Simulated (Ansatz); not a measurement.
The same path of AlH₇SSi (10 atoms, charge 0, multiplicity 1) was run 3 times with different band settings. Lost on the way: Al1–Si2, H5–S6. Made: Si2–H5.

All numbers below come from Ansatz 0.2.0, RKS revPBE-D4/def2-SVP.

Relaxed end points:

```xyz
10
Properties=species:S:1:pos:R:3
Al -0.209 -1.381 -0.131
Si 1.423 0.460 -0.359
H -0.952 -1.921 -1.452
H -0.186 -2.280 1.203
H -1.888 1.192 -0.292
S -2.105 0.219 0.639
H 0.891 1.516 -1.313
H 1.592 1.189 0.962
H 2.814 0.117 -0.838
H -1.379 0.888 1.582
```

```xyz
10
Properties=species:S:1:pos:R:3
Al -0.955 -1.130 0.130
Si 1.443 0.902 -0.571
H -0.937 -1.738 -1.345
H 0.198 -1.391 1.212
H -0.064 0.678 -0.464
S -2.877 -0.236 0.795
H 1.629 1.998 -1.579
H 1.936 1.307 0.784
H 2.072 -0.377 -1.032
H -2.446 -0.013 2.069
```

Common settings: movable images 7; climbing image yes; spring 5.0 eV/Å²; start path through a guess of the saddle point; iteration limit 60; end points relaxed.

| run | optimiser | force threshold |
| --- | --- | --- |
| 1 | quadratic models (default) | 0.03 eV/Å |
| 2 | fire | 0.03 eV/Å |
| 3 | quadratic models (default) | 0.5 eV/Å |

Problem. What does each run give, and how far can it be trusted?

Solution. Run 1: converged after 12 iterations, highest image 0.530 eV above the first end. A vibrational analysis at the climbing image gives one clearly imaginary mode, 684i cm⁻¹: a first-order saddle point.
Run 2: converged after 54 iterations, highest image 0.543 eV above the first end. The order of the stationary point at the top wasn't checked.
Run 3: converged after 4 iterations, highest image 0.551 eV above the first end. The threshold of 0.5 eV/Å is loose, so the images may lie well off the minimum-energy path. The order of the stationary point at the top wasn't checked.
The orbitals stay closed-shell, which can raise the energy where a bond breaks towards radicals; this wasn't checked here.
